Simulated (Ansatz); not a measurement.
CH5B (BH2Me): methods side by side

CH5B: 7 atoms, total charge 0, spin state singlet. SMILES: `[H]B([H])C`. The coordinates come from a GFN2-xTB relaxation.

```
atom    x (Å)    y (Å)    z (Å)
   B   0.4448   0.7811   0.0063
   H   1.6149   0.7823   0.0090
   H  -0.1297   1.7981  -0.0614
   C  -0.3372  -0.5740   0.0397
   H  -0.4056  -0.9294  -0.9911
   H  -1.3583  -0.4963   0.4055
   H   0.1709  -1.3619   0.5920
```

Quantity: the energy change with the B1–H2 bond stretched from 1.170 to 2.925 Å, in eV. The values are calculated.

| level | kind | program | value (eV) | less FCI/STO-3G |
| --- | --- | --- | --- | --- |
| HF/STO-3G (restricted) | Hartree–Fock | Ansatz | 9.94 | +4.45 |
| SVWN5/STO-3G (restricted) | LDA | Ansatz | 7.24 | +1.75 |
| BLYP/STO-3G (restricted) | GGA | Ansatz | 6.79 | +1.30 |
| BHLYP/STO-3G (restricted) | global hybrid | Ansatz | 8.54 | +3.05 |
| r2SCAN0/STO-3G (restricted) | hybrid meta-GGA | Ansatz | 8.10 | +2.61 |
| RPA@PBE/STO-3G (restricted) | RPA | Ansatz | 6.43 | +0.94 |
| MP2/STO-3G (restricted) | perturbation theory | Ansatz | 7.25 | +1.76 |
| CCSD/STO-3G (restricted) | coupled cluster or CI | Ansatz | 5.61 | +0.12 |
| CCSDT/STO-3G (restricted) | coupled cluster or CI | Ansatz | 5.50 | +0.01 |
| FCI/STO-3G | exact in the basis | Ansatz | 5.49 | 0.00 |

FCI/STO-3G is exact within its basis and frozen core, so for wave-function methods in that basis the difference is their error; functionals converge differently with the basis, so for them it is only a difference. A spin-restricted reference rises too steeply as a bond breaks; here HF/STO-3G, SVWN5/STO-3G, BLYP/STO-3G, BHLYP/STO-3G, r2SCAN0/STO-3G, RPA@PBE/STO-3G, MP2/STO-3G lie well above the multireference or unrestricted value. The first shape isn't each level's own minimum. The values span 5.49 to 9.94 eV. All rows use very small basis sets, so none should be taken for the real molecule's value.
